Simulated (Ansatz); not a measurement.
Geometry optimisation, RKS PBE0-D4/6-31G* in Ansatz.

input.yaml

```yaml
crystal:
  periodic: [false, false, false]
  atoms:
    - { symbol: Al, position_ang: [0.0, 0.0, 0.0] }
    - { symbol: H, position_ang: [0.0, 0.0, 1.91] }
    - { symbol: H, position_ang: [1.351, 0.0, -0.78] }
    - { symbol: H, position_ang: [-1.351, 0.0, -0.78] }
    - { symbol: Si, position_ang: [0.1095, -2.4839, 0.8261] }
    - { symbol: H, position_ang: [-0.6805, -3.3291, -0.0645] }
    - { symbol: H, position_ang: [1.4971, -2.9379, 0.8228] }
    - { symbol: H, position_ang: [-0.427, -2.571, 2.1812] }
    - { symbol: H, position_ang: [0.0428, -0.9718, 1.9763] }
basis:
  gaussian: { orbitals: "6-31G*" }
hamiltonian:
  xc: pbe0
  dispersion: d4
relax:
  f_tol: 0.15
  max_steps: 25
  restrain:
    - { distance: [0, 4], at: 3.52, k: 30.0 }
    - { distance: [8, 1], at: 1.86, k: 30.0 }
    - { distance: [0, 1], at: 1.56, k: 30.0 }
    - { distance: [8, 4], at: 1.46, k: 30.0 }
```

Command:

```bash
$ ansatz run input.yaml --threads 1 --pin off --max-ram 2048MiB --backend cpu --events-out ev --progress --plain --runs-dir out
```

Task: Where does it end, and by what steps?

Result: The run converged. The restraints hold the end off the free minimum. After 7 steps the energy has fallen by 2.139 eV (the restraints' own energy left out); H9 moved furthest, 0.89 Å. Parted: Al1–Si5 (2.62 → 3.51 Å). Joined: Si5–H9 (1.90 → 1.48 Å).

```tsv
step	energy less start (eV)	largest force component (eV/Å)	accepted
0	0.0000	2.248	yes
1	0.4391	2.720	yes
2	0.1321	2.657	yes
3	-0.7098	2.050	yes
4	-1.5231	1.487	yes
5	-2.0038	0.944	yes
6	-2.1431	0.694	yes
7	-2.1393	0.689	yes
```

```xyz
9
Properties=species:S:1:pos:R:3
Al -0.023 0.459 -0.011
H 0.020 0.500 1.555
H 1.342 0.416 -0.832
H -1.427 0.391 -0.763
Si 0.127 -2.826 1.222
H -0.654 -3.390 0.091
H 1.542 -3.272 1.139
H -0.476 -3.227 2.519
H 0.090 -1.343 1.173
```

Run time: 17 s on 1 thread of Arm Neoverse V1, on a shared host, peak memory 0.11 GiB.
